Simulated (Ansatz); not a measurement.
**CH5Al: molecular dynamics**

The plan is to follow the molecule's vibrations and see whether its bonds hold. The start is relaxed first. Runs: 40 steps of 3 fs under a Nosé-Hoover thermostat at 400 K.

Method: RKS B3LYP/def2-SVP, in Ansatz 0.2.0.

## 1. Starting point

Bond lengths: Al1–C2 1.970 Å, C2–H3 1.110 Å, C2–H4 1.110 Å, C2–H5 1.110 Å, Al1–H6 1.560 Å, Al1–H7 1.560 Å. Angles: Al1–C2–H3 109.5°, Al1–C2–H4 109.5°, Al1–C2–H5 109.5°, H3–C2–H4 109.4°, H3–C2–H5 109.4°, H4–C2–H5 109.4°, C2–Al1–H6 120.0°, C2–Al1–H7 120.0°, H6–Al1–H7 120.0°.

Coordinates:

```xyz
7

Al    0.0000    0.0000    0.0000
C     0.0000    0.0000    1.9700
H    -0.9996   -0.3092    2.3405
H     0.7676   -0.7111    2.3405
H     0.2320    1.0203    2.3405
H     1.3510    0.0000   -0.7800
H    -1.3510    0.0000   -0.7800
```

## 2. Preparing the start

The input, input.yaml:

```yaml
crystal:
  periodic: [false, false, false]
  atoms:
    - { symbol: Al, position_ang: [0.0, 0.0, 0.0] }
    - { symbol: C, position_ang: [0.0, 0.0, 1.97] }
    - { symbol: H, position_ang: [-0.9996, -0.3092, 2.3405] }
    - { symbol: H, position_ang: [0.7676, -0.7111, 2.3405] }
    - { symbol: H, position_ang: [0.232, 1.0203, 2.3405] }
    - { symbol: H, position_ang: [1.351, 0.0, -0.78] }
    - { symbol: H, position_ang: [-1.351, 0.0, -0.78] }
basis:
  gaussian: { orbitals: def2-SVP }
hamiltonian:
  xc: b3lyp
relax:
  f_tol: 0.02
  max_steps: 40
```

Command:

```sh
> ansatz run input.yaml --threads 1 --pin off --max-ram 2048MiB --backend cpu --events-out ev --progress --plain --runs-dir out
```

After this run come: The run.

Before running it: what results should come out? Wanted: relaxation of the start; temperature, first and last step; temperature, second half; potential energy, second half; largest change of the conserved energy; bonds formed or broken.

**Answer**, as computed:

| quantity | value |
| --- | --- |
| relaxation of the start | 3 moves, 0.032 eV lower |
| length | 40 steps of 3 fs |
| temperature, first and last step | 400 and 14765 K |
| temperature, second half | mean 75029 K, from 14765 to 291521 K |
| potential energy, second half | +2774 meV/atom from the start |
| largest change of the conserved energy | 37712.52 meV/atom |
| bonds formed or broken | 3 |

The run blows up, reaching 291521 K, so it describes no real motion. 120 fs on 7 atoms is far too short and small for converged averages. The nuclei move classically, without zero-point motion, which matters most for hydrogen.
